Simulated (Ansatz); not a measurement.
C$_{2}$H$_{4}$Cl, doublet: at a first-order saddle point.

The input file, in.yaml:

```yaml
crystal:
  periodic: [false, false, false]
  atoms:
    - {symbol: C, position_ang: [0.155353, -0.428669, 0.430519]}
    - {symbol: C, position_ang: [-0.381074, -0.102871, -0.738638]}
    - {symbol: Cl, position_ang: [0.550447, 0.338788, -2.110885]}
    - {symbol: H, position_ang: [0.386542, 1.476192, 1.516610]}
    - {symbol: H, position_ang: [1.226574, -0.492841, 0.571789]}
    - {symbol: H, position_ang: [-0.489989, -0.726555, 1.247551]}
    - {symbol: H, position_ang: [-1.447853, -0.063943, -0.916945]}
basis:
  gaussian: {orbitals: def2-TZVPP}
magnetization: {spin_polarized: true, initial_magnetization: 1}
hamiltonian: {xc: {name: B97M-V}}
```

Run by:

```bash
ansatz run in.yaml --threads 2 --pin off --events-out ev --progress --plain --max-ram 4352MiB
```

The run's output (Ansatz 0.2.0):

```
Functional definition: B97M-V
  name "B97M-V"
  cite "Mardirossian & Head-Gordon, J. Chem. Phys. 142, 074111 (2015) doi:10.1063/1.4907719"
  cite "Becke, J. Chem. Phys. 107, 8554 (1997) doi:10.1063/1.475007"
  cite "Vydrov & Van Voorhis, J. Chem. Phys. 133, 244103 (2010) doi:10.1063/1.3521275"
  # Of w^i u^j: cxij and so on, Table III.
  parameter cx00 = 1.000
  parameter cx01 = 1.308
  parameter cx02 = 1.901
  parameter cx10 = 0.416
  parameter cx11 = 3.070
  parameter css00 = 1.000
  parameter css02 = -1.855
  parameter css10 = -5.668
  parameter css32 = -20.497
  parameter css42 = -20.364
  parameter cos00 = 1.000
  parameter cos01 = 1.573
  parameter cos03 = -6.298
  parameter cos10 = 2.535
  parameter cos32 = -6.427
  parameter b = 6.0
  parameter c = 0.01
  gx(w, u) = cx00 + cx01*u + cx02*u^2 + (cx10 + cx11*u)*w
  gss(w, u) = css00 + css02*u^2 + css10*w + (css32*w^3 + css42*w^4)*u^2
  gos(w, u) = cos00 + cos01*u + cos03*u^3 + cos10*w + cos32*w^3*u^2
  exchange = spin_sum(e_x_unif_s*gx(b97_w, b97_u_x))
  correlation = spin_sum(e_c_pw_mod_same_spin*gss(b97_w, b97_u_same))
      + integral(e_c_pw_mod_opposite_spin*gos(b97_w_opposite, b97_u_opposite)) + vv10(b, c)
890 factors; their error is unknown
mean field evaluation 1: about -14647.2547 eV, gradient 4.2e1 eV
mean field evaluation 2: about -14625.5087 eV, gradient 6.9e1 eV
mean field evaluation 4: about -14655.8069 eV, gradient 1.1e1 eV
mean field evaluation 8: about -14656.4059 eV, gradient 2.1e-1 eV
mean field evaluation 16: about -14656.3823 eV, gradient 9.5e-4 eV
mean field -14656.38232949 eV, -538.6121161558 hartree, gradient 7.3e-5 eV, S^2 0.760892; 0 other end points of the search recorded, 0 dependent functions left out
reference -14656.38238208 eV, -538.6121180885 hartree; 17, 16 occupied and 143, 144 virtual orbitals, 890 factors
Total energy: -14656.38238208 eV, -538.6121180885 hartree
```

The lines “mean field evaluation” count trial sets of orbitals through the whole run, from several starts and some on an approximate energy, so they need not fall steadily or lie above the final value.

The run took about 12 s on 2 CPU threads of an Arm Neoverse V1 (shared host).
